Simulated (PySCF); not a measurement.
C3H3F2N.
Numbering: `[F:1][CH:2]([F:3])[C:4]1=[N:5][CH2:6]1` (hydrogens: H7 on C2; H8, H9 on C6)

Geometry (PBE0-D3(BJ)/def2-SVP, Å), atoms numbered from 1 in this order:
```xyz
9
C3H3F2N angstrom
F      1.927    0.094    0.851
C      1.258   -0.416   -0.198
F      1.169   -1.750   -0.042
C     -0.112    0.165   -0.237
N     -0.824    0.859   -0.995
C     -1.417    0.406    0.333
H      1.810   -0.193   -1.127
H     -2.196   -0.364    0.283
H     -1.557    1.180    1.096
```

Theory: EOM-IP-CCSD/aug-cc-pVDZ in PySCF, restricted Hartree–Fock reference, frozen core, non-relativistic, gas phase, PBE0-D3(BJ)/def2-SVP geometry.

Hartree–Fock orbital energies give these Koopmans values (eV): HOMO 11.63, HOMO-1 11.99, HOMO-2 15.00, HOMO-3 15.89, HOMO-4 17.66, HOMO-5 17.96, HOMO-6 18.11, HOMO-7 18.93.

**Question.** What vertical ionisation energies does EOM-IP-CCSD give?

**Answer.** 
```
leading hole (HF orbital)  Koopmans (eV)  EOM-IP-CCSD (eV)  change (eV)  one-hole share
                     HOMO          11.63             10.79        -0.84            0.95
                   HOMO-1          11.99             11.78        -0.21            0.96
                   HOMO-2          15.00             13.29        -1.71            0.95
                   HOMO-3          15.89             14.32        -1.57            0.95
                   HOMO-5          17.96             15.29        -2.67            0.95
                   HOMO-7          18.93             15.96        -2.97            0.94
                   HOMO-6          18.11             16.05        -2.06            0.94
                   HOMO-4          17.66             16.71        -0.95            0.94
```

**Question.** Does the order of the lines follow the orbital energies?

**Answer.** No: the HOMO-5 hole (15.29 eV) falls below the HOMO-4 hole (16.71 eV); the HOMO-7 hole (15.96 eV) falls below the HOMO-6 hole (16.05 eV); the HOMO-7 hole (15.96 eV) falls below the HOMO-4 hole (16.71 eV); the HOMO-6 hole (16.05 eV) falls below the HOMO-4 hole (16.71 eV). The corrections run from -2.97 to -0.21 eV, with a mean of -1.62 eV over the 8 lines; no line lies above its Koopmans value. Koopmans values leave out both the relaxation of the orbitals and the change in correlation energy.

**Question.** At what kinetic energies would He II light (40.81 eV) eject these electrons?

**Answer.** 30.02 eV (HOMO), 29.03 eV (HOMO-1), 27.52 eV (HOMO-2), 26.49 eV (HOMO-3), 25.52 eV (HOMO-5), 24.85 eV (HOMO-7), 24.76 eV (HOMO-6), 24.10 eV (HOMO-4).

Lines less than 0.15 eV apart could change places at a higher level. One root was sought for each valence orbital with −ε under 21 eV, eight at most, so deeper holes and satellites are missing; no vibrational structure.

One conformer stands for the species.
